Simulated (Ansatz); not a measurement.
**B₂H₂ (singlet): wave-function methods side by side at distance B1–B2 = 4.194 Å, cc-pVTZ**

How much of the correlation energy of B₂H₂ (singlet) does each wave-function method recover here?

Computed with Ansatz 0.2.0, Gaussian basis. Level: cc-pVTZ, core rule «outside noble gas», up to 2 orbitals frozen.

To be run: UHF; CCSD(T) on RHF; CCSD(T) on UHF; BCCD(T) on RHF; CCSDT(Q) on RHF; CCSDT(Q) on UHF; CASSCF and NEVPT2, 2 electrons in 2 orbitals; CASSCF and MRCISD+Q, 8 electrons in 10 orbitals; CASSCF and NEVPT2, 8 electrons in 10 orbitals.

## (1) The system

The geometry derives from a PBE0/def2-TZVP stationary point (not a proven minimum). One bond is set to the value named and the two fragments are kept rigid.

4 atoms, charge 0, spin multiplicity 1.

Atoms are counted from 1 here; the program's logs count them from 0.

Bond lengths: B1–H3 1.176 Å, B2–H4 1.176 Å.

## (2) UHF

in.yaml

```yaml
crystal:
  periodic: [false, false, false]
  atoms:
    - {symbol: B, position_ang: [0.000000, 0.000000, 2.097000]}
    - {symbol: B, position_ang: [0.000000, 0.000000, -2.097000]}
    - {symbol: H, position_ang: [0.000000, 0.000000, 3.272734]}
    - {symbol: H, position_ang: [0.000000, 0.000000, -3.272734]}
basis:
  gaussian: {orbitals: cc-pVTZ}
magnetization: {spin_polarized: true, initial_magnetization: 0}
hamiltonian: {xc: hf}
output: {orbitals: {seedname: orbitals}}
```

Command:

```bash
> ansatz run in.yaml --threads 1 --pin off --events-out ev --progress --plain --max-ram 2816MiB --backend cpu
```

The runs that follow: CCSD(T) on RHF; CCSD(T) on UHF; BCCD(T) on RHF; CCSDT(Q) on RHF; CCSDT(Q) on UHF; CASSCF and NEVPT2, 2 electrons in 2 orbitals; CASSCF and MRCISD+Q, 8 electrons in 10 orbitals; CASSCF and NEVPT2, 8 electrons in 10 orbitals.

**Question.** What will the summary of the whole plan be? Wanted: RCCSDT(Q) from the RHF energy; RMP2 from RCCSDT(Q); UMP2 from RCCSDT(Q); RCCSD from RCCSDT(Q); RCCSD(T) from RCCSDT(Q); UCCSD(T) from RCCSDT(Q); UCCSDT(Q) from RCCSDT(Q); NEVPT2 pair from RCCSDT(Q); NEVPT2 valence from RCCSDT(Q).

As calculated:

| quantity | value |
| --- | --- |
| RCCSDT(Q) from the RHF energy | -5.5548 eV |
| RMP2 from RCCSDT(Q) | +1518.7 meV |
| UMP2 from RCCSDT(Q) | +1817.3 meV |
| RCCSD from RCCSDT(Q) | +143.2 meV |
| RCCSD(T) from RCCSDT(Q) | +28.0 meV |
| UCCSD(T) from RCCSDT(Q) | +38.3 meV |
| UCCSDT(Q) from RCCSDT(Q) | +0.3 meV |
| NEVPT2 pair from RCCSDT(Q) | +1431.8 meV |
| NEVPT2 valence from RCCSDT(Q) | +804.1 meV |
| MRCISD+Q valence from RCCSDT(Q) | +24.2 meV |
| levels within 1 kcal/mol (43 meV) | RCCSD(T), UCCSD(T), BCCD(T), RCCSDT, UCCSDT, UCCSDT(Q), MRCISD+Q valence |
| T1 diagnostic | 0.012 |
| effectively unpaired electrons | 0.28 |

RCCSD(T) misses by +28.0 meV, 0.5 % of the correlation energy. The occupations show static correlation (0.28 effectively unpaired electrons where one determinant has 0). Of the multireference levels listed MRCISD+Q valence comes nearest in total energy (+24.2 meV), which doesn't show that its space is the better one. These misses are within one basis, not against nature.
